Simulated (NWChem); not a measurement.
## What each level costs for H₄Si

SMILES: [SiH4]
```xyz
5

Si     0.0000     0.0000     0.0000
H      1.2187     0.0000     0.8618
H     -1.2187     0.0000     0.8618
H      0.0000    -1.2187    -0.8618
H      0.0000     1.2187    -0.8618
```
Charge 0, spin multiplicity 1.

The numbers come from NWChem runs, not from measurements. Structure: optimised with PBE0/def2-SVP, a minimum by its harmonic frequencies.

Basis set: cc-pVTZ (90 functions). Each entry is one whole single-point run; the coupled-cluster runs use the TCE module, and the SCF and DFT modules converge to different thresholds.

The correlated methods keep 5 core orbitals frozen. B3LYP has NWChem's definition, with VWN1-RPA local correlation. The structure started from a generated list of species.

Question: Roughly how much processor time does each of these take, relative to RHF: MP2, RI-MP2, B2PLYP, PBE, B3LYP, BLYP, CR-CCSD(T)?

Answer: RI-MP2 about the same, within a factor of 3; BLYP about the same, within a factor of 3; B3LYP about the same, within a factor of 3; PBE about the same, within a factor of 3; B2PLYP about the same, within a factor of 3; MP2 about the same, within a factor of 3; CR-CCSD(T) about 7 (rough ratios from shared machines).
